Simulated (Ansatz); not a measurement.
Solid chlorine, treated with PBE-D3(BJ) (plane waves, PAW; Ansatz, a program for electronic structure).

Run with plane-wave cutoff 500 eV, 8×8×4 k mesh (along the axes of the cell as run), gaussian smearing 0.02 eV, scalar-relativistic PAW data made under PBE.

Cell (relaxed at this level):

```cif
data_Cl8
_chemical_formula_sum 'Cl8'
_space_group_name_H-M_alt 'Cmce'
_space_group_IT_number 64
_space_group_name_Hall '-C 2ac 2'
_cell_length_a 6.59410
_cell_length_b 4.06963
_cell_length_c 8.09390
_cell_angle_alpha 90.000
_cell_angle_beta 90.000
_cell_angle_gamma 90.000
loop_
_atom_site_label
_atom_site_type_symbol
_atom_site_symmetry_multiplicity
_atom_site_Wyckoff_symbol
_atom_site_fract_x
_atom_site_fract_y
_atom_site_fract_z
_atom_site_occupancy
Cl1 Cl 8 f 0.00000 0.12442 0.10888 1
```
(The calculation used a cell of 4 atoms; values per cell refer to that cell.)

Problem. What does this level give for the band gap?

Solution. 
band gap: 2.19 eV (on the SCF k mesh)

Computed values are for the static lattice.
